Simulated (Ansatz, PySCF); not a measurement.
For rock-salt MgS, PBE0 (Ansatz, a first-principles code, PAW) gives:

| Quantity | Result |
|---|---|
| lattice parameter a | 5.194 Å |
| bulk modulus B0 | 80.2 GPa |
| cohesive energy | 3.78 eV/atom |
| band gap at the measured cell | 4.53 eV |

Task: What does Hartree–Fock (GTH pseudopotentials, Gaussian basis; PySCF) give for the same quantities?

Result: 
- lattice constant a: 5.277 Å (goes up by 1.6 %)
- bulk modulus: 77.5 GPa (drops by 3.4 %)
- cohesive energy: 2.83 eV/atom (decreases by 0.95 eV/atom)
- band gap at the measured cell: 10.47 eV (grows by 5.94 eV)

For comparison: lattice constant a 5.188 Å (measured, corrected for zero-point motion; as tabulated in Goldzak et al. (2022), arXiv:2208.04865); bulk modulus 81 GPa (measured, corrected for zero-point motion; as tabulated in Goldzak et al. (2022), arXiv:2208.04865); cohesive energy 4.04 eV/atom (measured, corrected for zero-point motion; as tabulated in Goldzak et al. (2022), arXiv:2208.04865).

Changes are worked out from the printed values.

Unless a cell is named, each level is at its own relaxed cell (PBE0 17.52, Hartree–Fock 18.37 Å³/atom).

Density-functional gaps are differences of (generalised) Kohn–Sham levels.

Ansatz's density-functional and Hartree–Fock values are scalar-relativistic unless marked +SOC, with PAW data made under PBE.
